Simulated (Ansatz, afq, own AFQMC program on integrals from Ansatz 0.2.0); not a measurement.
# Atomization energy of SbH3, singlet

```yaml
atoms:
  - { symbol: Sb, position_ang: [0.4600, -0.3123, -0.4683] }
  - { symbol: H, position_ang: [0.8456, 0.0730, 1.1582] }
  - { symbol: H, position_ang: [-1.0431, -0.9868, 0.0097] }
  - { symbol: H, position_ang: [-0.2626, 1.2262, -0.6996] }
```

Atoms in their ground-state spins without spin–orbit coupling (mostly on UHF) minus the molecule (RHF), without zero-point energy. The geometry is a stationary point, not shown to be a minimum.

Basis def2-TZVP with its core potentials. Only valence electrons are correlated. Integrals, coupled cluster, full CI and functionals: Ansatz 0.2.0; the random walks run on the same integrals in our own AFQMC program. ph-AFQMC/CISD is guided by a CISD state made of CCSD amplitudes; releasing the constraint for a short imaginary time cuts its bias at the price of noise, slowly where states lie close. ± is one standard error of the sampling. No spin–orbit coupling. The errors of all members are added in quadrature.

No full CI on the walks' own integrals is used here; CCSDT(Q) serves as the reference and is uncertain by about the last step of the cluster series. Each member takes its own surest rung, up to full CI.

The best estimate is CCSD(T) at the basis-set limit (CBS: def2-TZVPP and def2-QZVPP, with their diffuse functions for anions and beside diffuse sets, CCSD(T) itself extrapolated) plus the step from CCSD(T) to CCSDT(Q) in def2-TZVP. Rows without CBS are in def2-TZVP; B2PLYP and the wave-function rows carry a basis error of their own. Core correlation and relativity beyond core potentials are missing, and ± holds the sampling alone.

Cautions: inner d shell frozen; no spin-orbit coupling; other spins of the molecule weren't checked.

```json
{"level": "HF", "atomization energy (kJ/mol)": "532.7"}
{"level": "CCSD", "atomization energy (kJ/mol)": "760.4"}
{"level": "PBE", "atomization energy (kJ/mol)": "811.9"}
```

Q: From these cheaper values, estimate the atomization energy at the level of the best estimate.

A: 817.0 kJ/mol (best estimate, highest rung CCSDT(Q)).

```tsv
level	atomization energy (kJ/mol)	error against the best estimate (kJ/mol)
MP2	717.5	-99.4
CCSD(T)	766.1	-50.9
CCSDT	766.7	-50.2
CCSDT(Q)	767.0	-49.9
ph-AFQMC/CISD	767.1 ± 0.2	-49.9 ± 0.2
released AFQMC	767.2 ± 0.2	-49.8 ± 0.2
HF/CBS	536.8	-280.2
MP2/CBS	770.7	-46.3
CCSD(T)/CBS	816.1	-0.9
r2SCAN	811.1	-5.8
PBE0	797.9	-19.0
B3LYP	834.8	17.8
wB97M-V	820.6	3.7
B2PLYP	801.6	-15.4
```

Correlation beyond CCSD(T) adds 0.9 kJ/mol. Going to the basis-set limit adds 50.0 kJ/mol at CCSD(T). The perturbative (T) step is worth +5.7 kJ/mol.

Best estimates are given only where the step beyond CCSD(T) is under 0.3 eV and no member's determinant is very poor (T1 over 0.05, or 0.07 for open shells, ⟨S²⟩ too high by 0.3, two states mixed), so the hardest cases are missing from such tables.

The functionals ran in a triple-zeta set and keep a basis error of their own, a few kJ/mol for each bond in atomization energies and more for double hybrids, so close places among them and the extrapolated levels can swap.

CCSDT and higher add their correlation energy to the determinant of the CCSD(T) run, since their own runs factorise the integrals more tightly (a shift of under 2 meV). Each member of a difference takes its own highest rung, so a best estimate needn't equal the limit plus the step of one row. Released energies are given only where the last usable release times agree within the noise; a slower fall can still hide under it. The exponents were fitted on light atoms, and def2 sets of heavy atoms don't grow evenly, so the limit is rough here.
